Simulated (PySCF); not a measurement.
MgH₂ (singlet). Computed with PBE0/[Mg def2-TZVP, H def2-TZVP], no relativity, density fitting, PySCF.

Harmonic bands of its minimum:

| ω (cm⁻¹) | IR (km/mol, summed over degenerate members) | degeneracy |
| --- | --- | --- |
| 452 | 906 | 2 |
| 1606 | 0.0 | 1 |
| 1636 | 428 | 1 |

**Question.** The central atom is Mg. Infer the point group and assign the bands.

**Answer.** D∞h. The modes span πu + σg+ + σu+: 452 πu, 1606 σg+, 1636 σu+. The computed geometry has Mg–H 1.706 Å (×2); H–Mg–H 180.0°.
